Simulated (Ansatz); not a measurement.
Born–Oppenheimer molecular dynamics of C2H3F2N (8 atoms, charge 0, multiplicity 1). It starts at the highest image of a converged band. Of that band: Neighbouring images differ by up to 2.9 eV, so the band resolves the path poorly. A vibrational analysis at the climbing image gives one clearly imaginary mode, 1627i cm⁻¹: a first-order saddle point.

The calculation used RKS PBE/STO-3G (Ansatz 0.2.0).

```yaml
ensemble: NVE (velocity Verlet)
time_step: 0.5 fs
steps_asked: 200
starting_velocities_drawn_for: 100 K
seed: 2671
```

First frame:

```xyz
8
Properties=species:S:1:pos:R:3
N -1.197 0.798 0.111
C 0.155 0.511 -0.436
C 0.618 -0.823 0.231
F 0.206 -1.268 -1.129
F 1.964 -1.052 0.441
H -1.529 1.580 -0.584
H -0.097 1.560 0.314
H -0.028 -1.363 0.997
```

What does the run give?

The run went to its last step.

```
steps done                                               : 200
time covered                                             : 100 fs
mean temperature over the second half                    : 1734 K
spread of the potential energy over the second half      : 55.4 meV per atom
mean potential energy of the second half above the start : -158.5 meV per atom
```

The conserved energy stayed within 0.53 meV per atom of its start (net change -0.094 meV per atom), so the integration is sound. The system heated up, since it started high on the potential surface and ran downhill. A run of 0.1 ps of so small a system gives no equilibrium averages. The orbitals stay closed-shell, which can raise the energy where a bond breaks towards radicals; this wasn't checked here. Limits of this set-up: minimal basis.

What happens to the structure?

The step under study would form N1–H7 and break C2–H7. These pairs go: N1–H7 1.35 → 1.04 Å, C2–H7 1.31 → 2.24 Å. In the last frame they stand as after the step (other bonds may differ from the relaxed reactants and products). It ends as one piece, C2H3F2N. Pairs count as bonded within 1.25 times the sum of covalent radii (0.12 Å more for H–H). This is one draw of velocities; another would differ in detail.

How do temperature and energy run in time?


```tsv
time (fs)	T (K)	potential energy less start (eV)	conserved less start (meV/atom)
0.0	100	0.000	0.00
8.0	95	0.004	0.05
16.0	1394	-1.005	-0.20
24.0	952	-0.661	0.01
32.0	2365	-1.759	-0.26
40.0	1411	-1.017	0.00
48.0	1492	-1.080	0.02
56.0	1367	-0.983	0.03
64.0	1867	-1.372	-0.25
72.0	2299	-1.708	-0.31
80.0	983	-0.685	0.03
88.0	2699	-2.018	-0.39
96.0	1799	-1.320	-0.22
```

Time of the run: 4.4 min on 1 thread of Intel(R) Xeon(R) Processor @ 2.70GHz, on a shared host, peak memory 0.096 GiB.
